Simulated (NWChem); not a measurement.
# ammonia (NH$_{3}$); SMILES N

Computed with NWChem. Coordinates come from a B3LYP/6-31G* (spherical d) optimisation. Level PBE0/def2-SVPD: single points from the atomic guess with DIIS by default; each run changes one setting, and all converged runs end within 0.3 mHa of each other. cgmin counts macro-iterations, each dearer than a DIIS step.

Which setting needs the most SCF iterations, or fails (quadratically convergent solver (cgmin); no DIIS, 40 % damping; defaults; no level shifting; DIIS on 20 Fock matrices)?

no DIIS, 40 % damping, with 14 against 6 for the defaults.
```
setting                                  SCF iterations
---------------------------------------  --------------
defaults                                              6
no level shifting                                     6
quadratically convergent solver (cgmin)               4
DIIS on 20 Fock matrices                              6
no DIIS, 40 % damping                                14
```
